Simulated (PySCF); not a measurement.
# MgH₂ at several levels of theory

All levels use the PBE0 minimum (singlet; Mg–H 1.706 Å (×2); H–Mg–H 180.0°), basis [Mg def2-TZVP, H def2-TZVP], no relativity, density fitting, no spin–orbit coupling, PySCF. For vertical energies the ionised species is a doublet (spins chosen at PBE0 and kept). Atomisation goes to high-spin ground-configuration atoms, without zero-point energy. Open shells are unrestricted, also as the reference of the correlated levels. A dash marks a value that was not computed or is not defined at that level.

```json
{"level": "PBE0", "atomisation (kJ/mol)": "420", "vertical IP (eV)": "9.57", "−ε(HOMO) (eV)": "7.21", "gap (eV)": "6.68"}
{"level": "CCSD(T)", "atomisation (kJ/mol)": "404", "vertical IP (eV)": "9.64", "−ε(HOMO) (eV)": "–", "gap (eV)": "–"}
{"level": "HF", "atomisation (kJ/mol)": "328", "vertical IP (eV)": "9.02", "−ε(HOMO) (eV)": "10.10", "gap (eV)": "11.65"}
{"level": "PBE", "atomisation (kJ/mol)": "418", "vertical IP (eV)": "9.40", "−ε(HOMO) (eV)": "6.04", "gap (eV)": "4.88"}
{"level": "r2SCAN", "atomisation (kJ/mol)": "447", "vertical IP (eV)": "9.45", "−ε(HOMO) (eV)": "6.31", "gap (eV)": "5.66"}
{"level": "B3LYP", "atomisation (kJ/mol)": "440", "vertical IP (eV)": "9.64", "−ε(HOMO) (eV)": "7.05", "gap (eV)": "6.30"}
{"level": "TPSSh", "atomisation (kJ/mol)": "467", "vertical IP (eV)": "9.50", "−ε(HOMO) (eV)": "6.69", "gap (eV)": "5.98"}
{"level": "MP2", "atomisation (kJ/mol)": "389", "vertical IP (eV)": "9.69", "−ε(HOMO) (eV)": "–", "gap (eV)": "–"}
{"level": "wB97X", "atomisation (kJ/mol)": "448", "vertical IP (eV)": "9.95", "−ε(HOMO) (eV)": "9.63", "gap (eV)": "10.68"}
{"level": "M06-L", "atomisation (kJ/mol)": "440", "vertical IP (eV)": "9.49", "−ε(HOMO) (eV)": "6.31", "gap (eV)": "5.65"}
```

For MgH₂ itself CCSD(T) correlates 12 electrons; T1 = 0.009, D1 = 0.027, (T) = -5 kJ/mol.

Question: Which levels differ least and most from CCSD(T) in the atomisation?

Answer: Least: PBE (+14 kJ/mol); most: HF (-76 kJ/mol). CCSD(T) atomisation energies in a triple-zeta basis lie tens of kJ/mol low, so this is no ranking by accuracy.

Spin contamination in at least one species weakens the values at: HF, MP2.
